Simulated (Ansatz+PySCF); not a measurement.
Values are calculated unless marked as measured or tabulated.
A run of Ansatz (development build ahead of 0.2.0) on triplet AlN at this shape:

```csv
atom,x (Å),y (Å),z (Å)
Al,0.0000,0.0000,0.0000
N,0.0000,0.0000,1.9000
```

Its results:

| Item | Value |
| --- | --- |
| Converged | yes |
| Reference energy | -296.22599 hartree |
| Correlation energy | -0.12709 hartree |
| Total energy | -296.35307 hartree |
| Spin squared of the determinant | 2.000 |
| Largest doubles amplitude | 0.10 |

Task: Which input gives this output? Name the method, the orbitals and the basis set, and write the input.

Result: ROHF-CCSD(T) in 6-31G.

```yaml
crystal:
  periodic: [false, false, false]
  atoms:
    - { symbol: Al, position_ang: [0.0, 0.0, 0.0] }
    - { symbol: "N", position_ang: [0.0, 0.0, 1.9] }
basis:
  gaussian: { orbitals: "6-31G" }
magnetization:
  initial_magnetization: 2
hamiltonian:
  xc: hf
correlation:
  method: ccsd_t
  frozen_orbitals: { Al: 5, "N": 1 }
```
